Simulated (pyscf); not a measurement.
PySCF, gas phase, ωB97X-D3(BJ)/def2-SVP geometries. Correlated levels are frozen-core, on RHF or UHF. ΔMP2 is the change of the MP2 total energy from the triple- to the quadruple-zeta basis.

Task: What are the homolytic bond dissociation enthalpies (298 K) of H₃Si–GeH₃ at CCSD(T)/def2-TZVPP + ΔMP2(QZVPP), weakest first?

Result: Ge–Si to SiH₃• + GeH₃•: 3.20 eV; Ge–H to H₃Si–GeH₂• + H•: 3.61 eV; H–Si to •H₂Si–GeH₃ + H•: 3.87 eV. Ring and multiple bonds, and those that leave no two simple radicals, are not listed. •H₂Si–GeH₃ lies 0.36 eV over its isomer H₃Si–GeH₂•, and others may lie lower still (electronic energy, ωB97M-D3(BJ)). Other isomers of H₃Si–GeH₂• were not searched in full and may lie lower. The CCSD(T) − MP2 part came from Ansatz, without density fitting, on the same reference. The frozen core leaves the outer d or s,p core shells of the metals and heavy elements correlated in the MP2 and CC values, and def2-TZVPP describes them poorly, which can shift differences by a few kcal/mol. Elements up to Kr have no core potential and no relativistic terms here.
